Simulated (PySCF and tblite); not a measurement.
4 constitutional isomers of C6H5F:

```tsv
isomer	SMILES
A	[CH2:1]=[C:2]1[CH:3]=[CH:4][C:5]([F:6])=[CH:7]1
B	[F:1][CH:2]=[C:3]1[CH:4]=[CH:5][CH:6]=[CH:7]1
C	[CH2:1]=[C:2]1[CH:3]=[CH:4][CH:5]=[C:6]1[F:7]
D	[F:1][c:2]1[cH:3][cH:4][cH:5][cH:6][cH:7]1
```

Measured ¹³C shifts of one of them (ppm against TMS, one entry a carbon; solvent CDCl3; Cohen et al., Molecules 2023, 28, 2449 (DELTA50), as quoted by Rusakov et al., IJMS 2024, 25, 10588): 162.86, 129.96, 129.96, 123.98, 115.32, 115.32.

Protocol: conformer search, at most 5 conformers an isomer, GFN2-xTB geometries, energies B3LYP/def2-TZVP (IEF-PCM, chloroform) (D3(BJ) added where defined), GIAO shieldings KT3/pcSseg-1 (IEF-PCM, chloroform), weights at 298.15 K with GFN2-xTB thermal terms. Programs: PySCF with density fitting and tblite.

Computed shifts in falling order:

```tsv
carbon	measured	A	B	C	D
1	162.86	168.3	156.4	157.4	162.1
2	129.96	143.0	126.8	139.6	124.5
3	129.96	124.9	126.5	125.9	124.5
4	123.98	121.3	126.1	122.1	118.6
5	115.32	119.7	116.3	109.5	110.8
6	115.32	94.6	111.1	104.1	110.8
```

Question: Which structure fits the measured spectrum?

Answer: After a straight-line fit of each column to the measured values (slope held to 0.85 to 1.15; an offset alone for few or close values), with errors scored by one-sided Student-t tails (width 1.5 ppm, 10 degrees of freedom):

| isomer | slope | mean error (ppm) | largest error | P (%) |
| --- | --- | --- | --- | --- |
| A | 1.150 | 6.60 | 15.3 | 0.0 |
| B | 0.882 | 2.06 | 4.3 | 0.1 |
| C | 1.048 | 4.53 | 12.1 | 0.0 |
| D | 1.083 | 0.85 | 1.0 | 99.9 |

The score favours D, which is the compound measured. Its computed assignment: ¹H (against TMS): 7.50 (H4/H6, 2H), 7.22 (H5, 1H), 7.18 (H3/H7, 2H). ¹³C (against TMS): 162.1 (C2), 124.5 (C4/C6), 118.6 (C5), 110.8 (C3/C7).

Shifts are unscaled: against experiment ¹³C can be off by 15 ppm or more and ¹H by 0.8 ppm.
